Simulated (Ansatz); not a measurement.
Harmonic frequencies (cm⁻¹) at PBE0-D4/def2-TZVP from Ansatz: 319, 344, 564, 839, 918, 1178, 1205, 1299, 1311, 1778, 3230, 3236.

Q: Which molecule is it?
A. `F/C=C\F`
B. `OCF`
C. `F/C=C/F`
D. `C=C(F)F`

A: C.
